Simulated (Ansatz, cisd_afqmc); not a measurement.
Species: CS2, charge 0, singlet. CS2 (SMILES S=C=S).
B3LYP-D3(BJ)/def2-TZVP minimum from Ansatz (a first-principles code):
```
C
S 1 1.5527
S 1 1.5527 2 180.00
```
Charge 0, spin multiplicity 1.

Total energies in cc-pV(D+d)Z, 16 correlated electrons, 11 frozen orbitals. Open shells are spin-unrestricted; no spin-orbit coupling. Cores are frozen in correlated methods. No relativity. The Monte Carlo rows (phaseless AFQMC, CISD trial, step 0.005/hartree) carry one-sigma bars that omit the constraint's bias. Outlying blocks are dropped, and bars are widened where a walk drifts. Over all cases where full CI ran beside it in this data, AFQMC minus full CI had a median of +0.1 mEh and passed +0.4 mEh in a tenth of the cases.

```json
[
 {"method": "HF", "program": "Ansatz", "energy (Eh)": "-832.93554", "minus CCSDT(Q) (mEh)": "435.89"},
 {"method": "MP2", "program": "Ansatz", "energy (Eh)": "-833.33152", "minus CCSDT(Q) (mEh)": "39.92"},
 {"method": "CCSD", "program": "Ansatz", "energy (Eh)": "-833.34501", "minus CCSDT(Q) (mEh)": "26.43"},
 {"method": "CCSD(T)", "program": "Ansatz", "energy (Eh)": "-833.36851", "minus CCSDT(Q) (mEh)": "2.92"},
 {"method": "CCSDT(Q)", "program": "Ansatz", "energy (Eh)": "-833.37143", "minus CCSDT(Q) (mEh)": "0.00"},
 {"method": "AFQMC/CISD", "program": "cisd_afqmc", "energy (Eh)": "-833.3707 ± 0.0004", "minus CCSDT(Q) (mEh)": "0.7 ± 0.4"}
]
```

Rough core times of Ansatz's runs on a shared machine: CCSD(T) under 20 s, CCSDT(Q) 30 s.
